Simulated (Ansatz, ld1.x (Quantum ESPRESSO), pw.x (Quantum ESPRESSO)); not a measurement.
## Li: one change to the TM potential, in the atom and in the fcc crystal

```json
{
  "Element": "Li (Z = 3)",
  "Generator": "ld1.x (Quantum ESPRESSO) 7.5",
  "Type": "norm-conserving Troullier–Martins (Kleinman–Bylander form)",
  "Functional": "PBEsol",
  "Relativity": "scalar-relativistic",
  "Frozen core": "[He]",
  "Valence charge": "1",
  "Reference configuration": "2s1 2p0",
  "Partial waves": "2p (bound, empty): rc 4.20 bohr; 3d channel at 0.35 Ry: rc 3.40 bohr; 2s (bound): rc 3.50 bohr",
  "Local potential": "the s channel",
  "Core correction": "none"
}
```

Change: wave 2p (bound): rc 4.20 bohr becomes 2p (bound): rc 3.78 bohr.

Cutoffs, loose and tight: the cutoffs (Ry, on a coarse ladder) from which the occupation-weighted sum of valence levels, in a spherical-Bessel basis at the reference potential, stays within 10 and 1 mRy of its value at 400 Ry. They do not see the model core or the augmentation charge, which bear on the density cutoff. Test errors are all-electron minus pseudo excitation energies from the reference, over the configurations 2s0.5 2p0; 2s0 2p1; variants that change the core or the reference have their own tests.

Crystal test: fcc Li in pw.x 7.5, no spin, 13³ k-points, Fermi–Dirac smearing 0.01 Ry, cutoffs set for each file from its atomic test. The reference is all-electron LAPW (Ansatz 0.2.0) with the same functional, mesh and smearing; V0 and B0 come from Birch–Murnaghan fits to the pressures at five volumes. Errors are pseudo minus all-electron; Δ is the rms difference of the E(V) curves that follow from these fits, minima aligned, over ±6 % about the mean V0. Mesh and smearing are coarse, so the numbers serve the comparison and aren't converged zero-temperature values; the lattice is a test structure that the element need not adopt.

All-electron: a0 = 4.327 Å (V0 = 20.25 Å³/atom), B0 = 13.5 GPa.

**Question.** Does the change bring the crystal closer to the all-electron result?

**Answer.** The mean pressure error goes from -1.04 to -0.88 GPa, so the change moves the solid closer to the all-electron pressures. Neither pressure curve crosses zero within the volumes sampled, so no fits are given.

| quantity | base | changed |
| --- | --- | --- |
| outcome (atom) | generated | generated |
| cutoff, loose (atom) | 6 Ry | 6 Ry |
| cutoff, tight (atom) | 6 Ry | 6 Ry |
| bound ghosts (atom) | none | none |
| largest test error (meV) (atom) | -4.0 | -3.3 |
| cutoffs in pw.x (Ry) | 35/140 | 35/140 |
| mean pressure error (GPa) | -1.04 | -0.88 |

Base: The largest radius (4.20 bohr) exceeds half the bond length (2.89 bohr), so the spheres overlap, which is one possible source of error among others. This is a poor potential for the solid. Changed file: The largest radius (3.78 bohr) exceeds half the bond length (2.89 bohr), so the spheres overlap, which is one possible source of error among others. This is a poor potential for the solid. The atomic cutoffs weigh occupied waves only.
